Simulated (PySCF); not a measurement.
Species: C5H10O.
SMILES with atom numbers: `[CH2:1]=[CH:2][CH2:3][O:4][CH2:5][CH3:6]` (hydrogens: H7, H8 on C1; H9 on C2; H10, H11 on C3; H12, H13 on C5; H14, H15, H16 on C6)

Structure used (PBE0-D3(BJ)/def2-SVP), in Å, numbered top down from 1:
```xyz
16
C5H10O angstrom
C     -3.1388    0.0594    0.4132
C     -1.9449    0.5466    0.0789
C     -0.8603   -0.2353   -0.5850
O      0.3498   -0.0062    0.0763
C      1.4461   -0.6284   -0.5300
C      2.6949   -0.2923    0.2484
H     -3.3953   -0.9915    0.2432
H     -3.9074    0.6912    0.8657
H     -1.7039    1.5992    0.2691
H     -1.1146   -1.3156   -0.6001
H     -0.7776    0.0838   -1.6486
H      1.5429   -0.2931   -1.5848
H      1.2960   -1.7283   -0.5641
H      2.8569    0.7956    0.2648
H      3.5760   -0.7711   -0.2036
H      2.6037   -0.6390    1.2883
```

Computed with PySCF at CAM-B3LYP/def2-SVPD, non-relativistic, on one gas-phase PBE0-D3(BJ)/def2-SVP geometry that isn't relaxed in the solvent. The solvent is an IEF-PCM continuum (Bondi radii, 1.10 Å for H, scaled by 1.2). Only the electrostatic response of the medium enters.

Gas phase at CAM-B3LYP/def2-SVPD: HOMO -8.77 eV, LUMO 1.24 eV, dipole 1.22 D.

Problem. What does the continuum do to the energy, the frontier levels and the dipole at CAM-B3LYP/def2-SVPD in chloroform and acetone?

Solution. 
```tsv
solvent	ε	E(solvent) − E(gas) (kcal/mol)	polarisation term (kcal/mol)	distortion of the solute (kcal/mol)	HOMO (eV)	LUMO (eV)	dipole (D)
chloroform	4.711	-2.47	-2.75	0.28	-8.76	1.25	1.61
acetone	20.49	-3.42	-4.00	0.58	-8.78	1.23	1.80
```

Polarisation term: ½ Σ q·V over the induced surface charges. Distortion: the rise of the solute's own energy as its density leaves the gas-phase optimum. From chloroform to acetone the lowering changes by a factor 1.38, Onsager's factor (ε − 1)/(2ε + 1) by 1.30 and ε itself by 4.3.

Problem. Which radius a makes the point-dipole formula ΔE = −[(ε − 1)/(2ε + 1)]·μ²/a³ give the value in acetone, with the gas-phase dipole?

Solution. μ = 0.478 au and |ΔE| = 0.00544 Eh give a = 1.42 Å; the farthest nucleus lies 4.10 Å from the centroid of the nuclei, so such a sphere wouldn't even hold the nuclei. The formula assumes a rigid point dipole at the centre of a sphere.

Problem. Give the dipole vector in the frame of the coordinates (D, pointing from negative to positive charge), gas and acetone.

Solution. Gas (0.17, -0.63, -1.03), solvent (0.16, -0.94, -1.52). Its length changes by +48 % and its direction by 3°.

Problem. How does the static polarisability (CAM-B3LYP/def2-SVPD, frozen core, with the continuum's full static response) change?

Solution. 
| medium | isotropic (au) | principal values (au) | ⟨r²⟩ of the electrons (bohr²) |
| --- | --- | --- | --- |
| gas | 69.6 | 57.6, 61.7, 89.4 | 920.6 |
| chloroform | 83.9 | 71.4, 76.5, 103.9 | 919.8 |
| acetone | 89.9 | 77.7, 83.1, 108.8 | 919.4 |

The isotropic value in acetone is 1.29 times the gas-phase one; no cavity-field correction is applied. ⟨r²⟩ is taken about the centre of nuclear charge.
